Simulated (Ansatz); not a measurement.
Conformers of C7H16, SMILES `CCCC(C)(C)C`, each relaxed with PBE0-D4/def2-TZVP in Ansatz. CBS adds the triple-zeta coupled-cluster correction to the MP2 limit.

Not all of them had a frequency check.

Conformer A:

Z-matrix (Å, degrees):
```
C
C 1 1.522
H 1 1.094 2 110.7
H 1 1.092 2 112.0 3 119.8
H 1 1.093 2 111.3 3 -119.6
C 2 1.531 1 114.2 3 -59.6
H 2 1.095 1 109.6 3 176.3
H 2 1.094 1 108.3 3 61.9
C 6 1.538 2 117.2 1 -95.9
H 6 1.097 2 108.7 1 27.4
H 6 1.096 2 109.4 1 142.3
C 9 1.526 6 111.7 2 54.4
C 9 1.527 6 110.2 2 -67.3
C 9 1.527 6 107.9 2 174.1
H 12 1.094 9 110.4 6 176.8
H 12 1.094 9 111.3 6 57.2
H 12 1.093 9 111.7 6 -63.7
H 13 1.094 9 110.6 6 -178.2
H 13 1.093 9 111.9 6 62.0
H 13 1.094 9 110.9 6 -58.6
H 14 1.094 9 111.0 6 -62.0
H 14 1.094 9 111.0 6 178.0
H 14 1.094 9 111.0 6 58.0
```

Conformer B:

Z-matrix (Å, degrees):
```
C
C 1 1.520
H 1 1.094 2 111.1
H 1 1.092 2 111.6 3 -120.2
H 1 1.094 2 111.1 3 119.5
C 2 1.520 1 112.0 3 -59.8
H 2 1.095 1 109.2 3 178.1
H 2 1.095 1 109.2 3 62.3
C 6 1.535 2 117.1 1 180.0
H 6 1.098 2 108.6 1 57.3
H 6 1.098 2 108.6 1 -57.3
C 9 1.527 6 107.9 2 -179.9
C 9 1.527 6 110.8 2 -60.8
C 9 1.527 6 110.8 2 61.0
H 12 1.094 9 111.0 6 -180.0
H 12 1.094 9 111.0 6 -60.0
H 12 1.094 9 111.0 6 60.0
H 13 1.094 9 110.6 6 -175.6
H 13 1.094 9 111.0 6 -56.0
H 13 1.092 9 111.8 6 64.7
H 14 1.094 9 111.0 6 56.0
H 14 1.094 9 110.6 6 175.6
H 14 1.092 9 111.8 6 -64.6
```

**Question.** Which is lowest in electronic energy at CCSD(T)/CBS (frozen core, def2 sets), and by how much? (An estimate is asked.)

**Answer.** Computed: B; A lies 8.9 kJ/mol higher.

**Question.** Give the energies relative to B (kJ/mol) with PBE0/def2-TZVPP, MP2/def2-TZVPP, SCS-MP2/def2-TZVPP, CCSD/def2-TZVPP, SCS-MP2/def2-QZVPP, HF/CBS(def2), MP2/CBS(def2). (Estimate.)

**Answer.** Computed: 
```tsv
level	A
PBE0/def2-TZVPP	10.2
MP2/def2-TZVPP	8.7
SCS-MP2/def2-TZVPP	9.2
CCSD/def2-TZVPP	9.2
SCS-MP2/def2-QZVPP	9.4
HF/CBS(def2)	13.0
MP2/CBS(def2)	9.0
```
